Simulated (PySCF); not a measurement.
# BH2Cl: electronic excitations at several levels of theory

Aim: compute the electronic excitations of BH2Cl (`BCl`) at several levels, and see how far they spread and what each costs.

Programs: PySCF 2.14.0, with density-fitted response routines of our own. Each step states its level of theory. These are calculated values for one molecule in the gas phase, unless marked as measured. Atoms count from 0, in the outputs and in this text.

### 1 Starting geometry

4 atoms, charge 0, multiplicity 1; geometry from: GFN2-xTB.

Bonds of the start (Å): B0–Cl1 1.67, B0–H2 1.17, B0–H3 1.17.

### 2 Relaxing the molecule at PBE0-D3(BJ)/def2-SVP

What the job is given:

```
{"job": {"xc": "PBE0", "basis": "def2-SVP", "d3": "d3bj", "grid": 1, "kind": "geom"}, "charge": 0, "multiplicity": 1}
B     -0.126510     0.013750    -0.202260
Cl     1.510730    -0.123450    -0.522180
H     -0.708720     0.940670    -0.620650
H     -0.655030    -0.821420     0.427740
```

Standard output:

```text
step   0  E = -485.90714675  max force = 0.036163
step   1  E = -485.91011924  max force = 0.008437
step   2  E = -485.91013380  max force = 0.003739
step   3  E = -485.91023824  max force = 0.001125
step   4  E = -485.91024922  max force = 0.000217
optimisation converged
```

Run time: 2.1 s. Hardware: 1 thread, shared host.

The steps of the relaxation:

```csv
step,energy from step 0 (eV),largest force component (eV/Å)
0,0.0000,1.8596
1,-0.0809,0.4338
2,-0.0813,0.1923
3,-0.0841,0.0578
4,-0.0844,0.0112
```

Distances of close pairs at the start and the end, largest changes first:

```csv
bond,before (Å),after (Å),change (Å)
B0–Cl1,1.674,1.738,+0.064
B0–H2,1.172,1.203,+0.032
B0–H3,1.172,1.203,+0.031
```

The end geometry stands in the next job.

```
                         at the end point                  value
  point group (found at 0.08 Å tolerance)                    C2v
rotational constants (GHz, main isotopes)  223.1, 15.695, 14.664
                        dipole moment (D)                   0.40
```

### 3 TDDFT and polarisability: PBE0/aug-cc-pVDZ

What the job is given:

```
{"job": {"kind": "uv", "xc": "PBE0", "basis": "aug-cc-pVDZ"}, "charge": 0, "multiplicity": 1}
B     -0.141496     0.014856    -0.201511
Cl     1.559805    -0.131989    -0.525032
H     -0.723132     0.973684    -0.637909
H     -0.674706    -0.847000     0.447102
```

Level: TDDFT PBE0/aug-cc-pVDZ, vertical, gas phase, core orbitals frozen in the response.

Standard output:

```text
coarse grid: 3952 points
cycle   1  E = -486.0630505063  dE = -1.515e-03  |g| = 1.367e-01  |ddm| = 4.116e+00
cycle   2  E = -486.0630207521  dE =  2.975e-05  |g| = 1.445e-01  |ddm| = 6.859e-01
cycle   3  E = -486.0691675866  dE = -6.147e-03  |g| = 1.653e-02  |ddm| = 3.101e-01
cycle   4  E = -486.0692567353  dE = -8.915e-05  |g| = 5.939e-03  |ddm| = 4.208e-02
cycle   5  E = -486.0692678241  dE = -1.109e-05  |g| = 5.639e-04  |ddm| = 1.314e-02
cycle   6  E = -486.0692679433  dE = -1.192e-07  |g| = 7.187e-05  |ddm| = 1.543e-03
final grid: 33704 points
cycle   7  E = -486.0807496402  dE = -7.398e-06  |g| = 1.986e-03  |ddm| = 4.425e-02
cycle   8  E = -486.0807502898  dE = -6.496e-07  |g| = 1.510e-03  |ddm| = 1.014e-02
cycle   9  E = -486.0807510251  dE = -7.353e-07  |g| = 2.699e-04  |ddm| = 4.092e-03
cycle  10  E = -486.0807510480  dE = -2.286e-08  |g| = 5.843e-05  |ddm| = 5.290e-04
cycle  11  E = -486.0807510489  dE = -9.521e-10  |g| = 8.363e-06  |ddm| = 1.376e-04
converged SCF energy = -486.0807510489

Static polarisability (au): isotropic 29.558, principal 23.652 27.416 37.607

Singlet excitations
state   eV       nm        f      main configurations
  1   4.9508    250.4   0.00000   H->L 0.99
  2   7.3432    168.8   0.11761   H-1->L 0.96
  3   7.5819    163.5   0.00791   H-2->L 0.99
  4   7.6038    163.1   0.00000   H-3->L 0.99
  5   7.8355    158.2   0.00391   H->L+1 0.95
  6   8.2112    151.0   0.04593   H->L+2 0.94
  7   8.5302    145.3   0.02572   H->L+3 0.98
  8   8.7800    141.2   0.00000   H->L+4 0.99
  9   9.3905    132.0   0.08892   H-1->L+1 0.90, H-1->L+2 0.09
 10   9.5063    130.4   0.01130   H->L+5 0.94

Triplet excitations (Tamm-Dancoff, eV): 4.4839 5.8954 6.7163 7.0109
```

It took 1.5 s on 1 thread, shared host.

The orbitals next to the gap, with their largest atomic shares:

| orbital | eV | atoms |
| --- | --- | --- |
| HOMO−3 | -11.46 | B0 38 %, Cl1 35 %, H3 14 % |
| HOMO−2 | -11.31 | Cl1 47 %, B0 31 %, H2 11 % |
| HOMO−1 | -10.22 | Cl1 84 %, B0 14 % |
| HOMO | -8.66 | Cl1 59 %, B0 24 %, H2 9 % |
| LUMO | -1.88 | B0 65 %, Cl1 18 %, H3 8 % |
| LUMO+1 | 0.35 | H2 32 %, H3 32 %, B0 28 % |
| LUMO+2 | 0.61 | B0 68 %, Cl1 11 %, H3 10 % |

With each of the 10 states as a Gaussian band of 0.4 eV half-width at 1/e, the curve within the window shown has maxima at 168 nm (ε 5,000), 149 nm (ε 2,600), 131 nm (ε 4,000) L/(mol cm). Beyond the last state computed it falls off for lack of states. The curve at chosen wavelengths:

nm, ε (L/mol/cm) and a bar:
```
      126       1483 #########
      132       3998 #########################
      139       1367 ########
      145       2090 #############
      151       2514 ################
      158       2272 ##############
      164       4260 ##########################
      170       4832 ##############################
      177       2198 ##############
      183        569 ####
      189         89 #
      196          6 
      202          0 
      208          0 
      214          0 
      221          0 
      227          0 
      233          0 
      240          0 
      246          0 
      252          0 
      259          0 
      265          0 
      271          0 
      278          0 
      284          0
```

Ground-state properties from the same run:

```csv
property,computed
dipole moment (D),0.63
polarisability (Å³),4.38
HOMO–LUMO gap (eV),6.77
−ε(HOMO) (eV),8.66
```

### 4 Excited states and response: PBE0/aug-cc-pVTZ

What the job is given:

```
{"job": {"kind": "uv", "xc": "PBE0", "basis": "aug-cc-pVTZ"}, "charge": 0, "multiplicity": 1}
B     -0.141496     0.014856    -0.201511
Cl     1.559805    -0.131989    -0.525032
H     -0.723132     0.973684    -0.637909
H     -0.674706    -0.847000     0.447102
```

With the program's defaults for keys left out, this is: TDDFT PBE0/aug-cc-pVTZ, vertical, gas phase, core orbitals frozen in the response.

Standard output:

```text
coarse grid: 3952 points
cycle   1  E = -486.0862119099  dE = -1.365e-02  |g| = 1.390e-01  |ddm| = 3.600e+00
cycle   2  E = -486.0869914000  dE = -7.795e-04  |g| = 1.419e-01  |ddm| = 5.380e-01
cycle   3  E = -486.0921743916  dE = -5.183e-03  |g| = 2.030e-02  |ddm| = 2.203e-01
cycle   4  E = -486.0922816351  dE = -1.072e-04  |g| = 8.121e-03  |ddm| = 4.383e-02
cycle   5  E = -486.0923004668  dE = -1.883e-05  |g| = 6.767e-04  |ddm| = 1.192e-02
cycle   6  E = -486.0923006085  dE = -1.417e-07  |g| = 1.062e-04  |ddm| = 1.615e-03
final grid: 33704 points
cycle   7  E = -486.1020804791  dE = -1.679e-05  |g| = 2.176e-03  |ddm| = 4.913e-02
cycle   8  E = -486.1020811676  dE = -6.885e-07  |g| = 1.592e-03  |ddm| = 8.284e-03
cycle   9  E = -486.1020818708  dE = -7.031e-07  |g| = 2.447e-04  |ddm| = 3.187e-03
cycle  10  E = -486.1020818863  dE = -1.553e-08  |g| = 9.057e-05  |ddm| = 3.791e-04
cycle  11  E = -486.1020818884  dE = -2.050e-09  |g| = 1.787e-05  |ddm| = 1.462e-04
cycle  12  E = -486.1020818885  dE = -8.356e-11  |g| = 2.439e-06  |ddm| = 3.267e-05
converged SCF energy = -486.1020818885

Static polarisability (au): isotropic 30.100, principal 24.316 27.996 37.990

Singlet excitations
state   eV       nm        f      main configurations
  1   4.9587    250.0   0.00000   H->L 0.99
  2   7.3137    169.5   0.11316   H-1->L 0.96
  3   7.5500    164.2   0.00803   H-2->L 0.99
  4   7.6031    163.1   0.00000   H-3->L 0.99
  5   7.7771    159.4   0.00305   H->L+1 0.93
  6   8.1607    151.9   0.04358   H->L+2 0.91
  7   8.4777    146.2   0.02794   H->L+3 0.98
  8   8.6837    142.8   0.00000   H->L+4 0.98
  9   9.3061    133.2   0.08605   H-1->L+1 0.87, H-1->L+2 0.11
 10   9.4170    131.7   0.00500   H->L+6 0.83, H->L+7 0.14

Triplet excitations (Tamm-Dancoff, eV): 4.4921 5.8747 6.6877 7.0060
```

Run time: 3.2 s. Hardware: 1 thread, shared host.

This run: HOMO -8.68 eV, LUMO -1.88 eV; lowest singlet 4.96 eV.

### 5 Ultraviolet spectrum: PBE0/def2-TZVPD

What the job is given:

```
{"job": {"kind": "uv", "xc": "PBE0", "basis": "def2-TZVPD"}, "charge": 0, "multiplicity": 1}
B     -0.141496     0.014856    -0.201511
Cl     1.559805    -0.131989    -0.525032
H     -0.723132     0.973684    -0.637909
H     -0.674706    -0.847000     0.447102
```

Method: TDDFT PBE0/def2-TZVPD, vertical, gas phase, core orbitals frozen in the response.

Standard output:

```text
coarse grid: 3952 points
cycle   1  E = -486.0895436082  dE = -1.704e-02  |g| = 1.402e-01  |ddm| = 1.301e+00
cycle   2  E = -486.0904828433  dE = -9.392e-04  |g| = 1.388e-01  |ddm| = 2.651e-01
cycle   3  E = -486.0953191430  dE = -4.836e-03  |g| = 2.461e-02  |ddm| = 1.275e-01
cycle   4  E = -486.0954507671  dE = -1.316e-04  |g| = 7.791e-03  |ddm| = 1.810e-02
cycle   5  E = -486.0954666288  dE = -1.586e-05  |g| = 1.280e-03  |ddm| = 6.231e-03
cycle   6  E = -486.0954670800  dE = -4.512e-07  |g| = 3.834e-05  |ddm| = 9.049e-04
final grid: 33704 points
cycle   7  E = -486.0952871350  dE = -1.446e-05  |g| = 2.746e-03  |ddm| = 2.153e-02
cycle   8  E = -486.0952878545  dE = -7.195e-07  |g| = 1.862e-03  |ddm| = 3.472e-03
cycle   9  E = -486.0952886685  dE = -8.141e-07  |g| = 3.449e-04  |ddm| = 1.583e-03
cycle  10  E = -486.0952886986  dE = -3.002e-08  |g| = 8.783e-05  |ddm| = 2.582e-04
cycle  11  E = -486.0952887004  dE = -1.844e-09  |g| = 1.931e-05  |ddm| = 8.181e-05
cycle  12  E = -486.0952887005  dE = -9.675e-11  |g| = 1.996e-06  |ddm| = 1.635e-05
converged SCF energy = -486.0952887005

Static polarisability (au): isotropic 30.156, principal 24.357 28.101 38.012

Singlet excitations
state   eV       nm        f      main configurations
  1   4.9450    250.7   0.00000   H->L 0.99
  2   7.3034    169.8   0.11116   H-1->L 0.96
  3   7.5398    164.4   0.00802   H-2->L 0.99
  4   7.5879    163.4   0.00000   H-3->L 0.99
  5   7.8624    157.7   0.00310   H->L+1 0.97
  6   8.3638    148.2   0.04106   H->L+2 0.96
  7   8.8760    139.7   0.05989   H->L+3 0.99
  8   9.0173    137.5   0.00000   H->L+4 0.99
  9   9.3925    132.0   0.09487   H-1->L+1 0.94
 10   9.5633    129.6   0.00187   H->L+5 0.97

Triplet excitations (Tamm-Dancoff, eV): 4.4809 5.8534 6.6733 6.9905
```

Wall time 2.1 s (1 thread, shared host).

This run: HOMO -8.67 eV, LUMO -1.88 eV; lowest singlet 4.95 eV.

### 6 Ultraviolet spectrum: PBE0/6-31+G*

What the job is given:

```
{"job": {"kind": "uv", "xc": "PBE0", "basis": "6-31+G*"}, "charge": 0, "multiplicity": 1}
B     -0.141496     0.014856    -0.201511
Cl     1.559805    -0.131989    -0.525032
H     -0.723132     0.973684    -0.637909
H     -0.674706    -0.847000     0.447102
```

With the program's defaults for keys left out, this is: TDDFT PBE0/6-31+G*, vertical, gas phase, core orbitals frozen in the response.

Standard output:

```text
coarse grid: 3952 points
cycle   1  E = -486.0634601602  dE = -8.750e-03  |g| = 1.369e-01  |ddm| = 1.617e+00
cycle   2  E = -486.0631716963  dE =  2.885e-04  |g| = 1.475e-01  |ddm| = 3.662e-01
cycle   3  E = -486.0698826182  dE = -6.711e-03  |g| = 1.391e-02  |ddm| = 2.058e-01
cycle   4  E = -486.0699463393  dE = -6.372e-05  |g| = 4.967e-03  |ddm| = 2.541e-02
cycle   5  E = -486.0699539818  dE = -7.642e-06  |g| = 5.263e-04  |ddm| = 6.651e-03
final grid: 33704 points
cycle   6  E = -486.0543146498  dE = -4.973e-06  |g| = 1.874e-03  |ddm| = 8.049e-03
cycle   7  E = -486.0543151421  dE = -4.924e-07  |g| = 1.556e-03  |ddm| = 3.876e-03
cycle   8  E = -486.0543159149  dE = -7.728e-07  |g| = 2.741e-04  |ddm| = 1.895e-03
cycle   9  E = -486.0543159386  dE = -2.362e-08  |g| = 4.609e-05  |ddm| = 4.516e-04
cycle  10  E = -486.0543159392  dE = -6.199e-10  |g| = 8.027e-06  |ddm| = 6.088e-05
converged SCF energy = -486.0543159392

Static polarisability (au): isotropic 24.251, principal 15.462 21.944 35.348

Singlet excitations
state   eV       nm        f      main configurations
  1   5.0148    247.2   0.00000   H->L 0.99
  2   7.4019    167.5   0.13003   H-1->L 0.96
  3   7.6390    162.3   0.00872   H-2->L 0.99
  4   7.6694    161.7   0.00000   H-3->L 0.99
  5   7.9621    155.7   0.00647   H->L+1 0.98
  6   8.4348    147.0   0.03987   H->L+2 0.97
  7   8.8743    139.7   0.04226   H->L+3 0.99
  8   9.1768    135.1   0.00000   H->L+4 0.99
  9   9.4734    130.9   0.10206   H-1->L+1 0.96
 10   9.8238    126.2   0.00079   H->L+5 0.96

Triplet excitations (Tamm-Dancoff, eV): 4.5860 5.9532 6.8133 7.1024
```

Run time: 0.9 s. Hardware: 1 thread, shared host.

Key values: HOMO -8.68 eV, LUMO -1.85 eV; lowest singlet 5.01 eV.

### 7 Run by run: electronic excitations

Excitations and ground-state properties, with basis size and wall time:

```csv
run,lowest singlet (eV),brightest (eV),f,gap (eV),α (Å³),μ (D),functions,time
PBE0/aug-cc-pVDZ,4.95,7.34,0.118,6.77,4.38,0.63,68,1.5 s
PBE0/aug-cc-pVTZ,4.96,7.31,0.113,6.79,4.46,0.59,142,3.2 s
PBE0/def2-TZVPD,4.95,7.30,0.111,6.79,4.47,0.58,101,2.1 s
PBE0/6-31+G*,5.01,7.40,0.130,6.83,3.59,0.71,44,0.9 s
```

### 8 Outcome

| quantity | value |
| --- | --- |
| point group | C2v |
| rotational constants (main isotopes) | 223.14, 15.70, 14.66 GHz |
| lowest singlet (PBE0/aug-cc-pVDZ) | 4.95 eV (250 nm), f = 0.000 |
| brightest single state of those computed | state 2, 7.34 eV, f = 0.118 |
| lowest triplet | 4.48 eV |
| range of the lowest singlet | 4.95 to 5.01 eV |

**Reading.** Single values in the summary come from the first run of each kind that ended normally (PBE0/aug-cc-pVDZ), which need not be the best level. The optimisation took 4 steps and gained 0.084 eV; among the close pairs (by a distance rule), B0–Cl1 changed most, from 1.674 to 1.738 Å. The first singlet state (HOMO→LUMO 0.99) lies at 4.95 eV and is dark; of the 10 states computed, the strongest absorption comes from state 2 at 7.34 eV. The lowest triplet lies 0.47 eV below the lowest singlet (triplets in Tamm-Dancoff, singlets in full TDDFT). The lowest singlet runs from 4.95 eV (PBE0/def2-TZVPD) to 5.01 eV (PBE0/6-31+G*), while the orbital gap spans 6.77 to 6.83 eV. The lowest state need not be the same one in every run.
